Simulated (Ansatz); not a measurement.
A made-up structure of CHOSi, doublet:

O1  (-0.081, -0.157, 1.997)
C2  (-0.224, -0.008, 0.734)
Si3  (-0.669, 0.282, -1.255)
H4  (0.974, -0.117, -1.476)
(Å)

It is relaxed with PBE-D4/def2-SVP and then PBE0-D4/def2-TZVP (Ansatz 0.2.0). Atoms count as bonded within 1.22 times the sum of their covalent radii (H–H: 0.88 Å). The end point is not checked to be a true minimum.

Problem. Does its bonding change? (A judgement: the text doesn't fix the answer.)

Solution. The calculation gives: No: no bond forms or breaks.

Where it ends: The first stage lowers the energy by 0.96 eV in 6 steps. It ends as CHOSi ([O][C][SiH]):
O1  (-0.072, -0.140, 1.783)
C2  (-0.200, -0.007, 0.655)
Si3  (-0.598, 0.252, -1.120)
H4  (0.870, -0.104, -1.318)
(Å)

Labels in which every atom is bracketed show which atoms are joined, not bond orders.

For scale, one of the runs: PBE0-D4/def2-TZVP relaxation, 105 basis functions, launched by `ansatz run in.yaml --threads 2 --pin off --events-out ev --progress --plain --max-ram 4352MiB`. The run took about 13 s on 2 CPU threads of an Arm Neoverse V2 (shared host).
